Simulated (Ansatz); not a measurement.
# BClFH3: the cost of one run

Program: Ansatz 0.2.0. Level of theory: RHF/def2-SVP. These are calculated values, not measurements.

## Step 1: Starting point

Bond lengths: B1–F3 1.320 Å, B1–H4 1.190 Å, B1–Cl5 2.160 Å, Cl5–H6 1.527 Å. Angles: F3–B1–H4 120.0°, F3–B1–Cl5 96.8°, H4–B1–Cl5 101.3°, B1–Cl5–H6 58.2°.

Structure file:

```xyz
6

B     0.0000    0.0000    0.0000
H     0.0000    0.0000    1.5400
F     1.1431    0.0000   -0.6600
H    -1.0305    0.0000   -0.5950
Cl    0.0968    2.0475    0.6811
H     0.0414    0.8758    1.6586
```

## Step 2: Pulling towards end A

Springs on the bonds that form and break draw the guess towards this end; the thresholds are loose.

input.yaml reads:

```yaml
crystal:
  periodic: [false, false, false]
  atoms:
    - { symbol: B, position_ang: [0.0, 0.0, 0.0] }
    - { symbol: H, position_ang: [0.0, 0.0, 1.54] }
    - { symbol: F, position_ang: [1.1431, 0.0, -0.66] }
    - { symbol: H, position_ang: [-1.0305, 0.0, -0.595] }
    - { symbol: Cl, position_ang: [0.0968, 2.0475, 0.6811] }
    - { symbol: H, position_ang: [0.0414, 0.8758, 1.6586] }
basis:
  gaussian: { orbitals: def2-SVP }
hamiltonian:
  xc: hf
relax:
  f_tol: 0.15
  max_steps: 25
  restrain:
    - { distance: [0, 4], at: 3.06, k: 30.0 }
    - { distance: [5, 1], at: 1.86, k: 30.0 }
    - { distance: [0, 1], at: 1.19, k: 30.0 }
    - { distance: [5, 4], at: 1.37, k: 30.0 }
```

Run with:

```
ansatz run input.yaml --threads 1 --pin off --max-ram 2048MiB --backend cpu --events-out ev --progress --plain --runs-dir out
```

Q: Estimate wall time and peak memory on 1 thread of Arm Neoverse V2, shared host.

About 6.9 s, with a peak of 0.11 GiB.
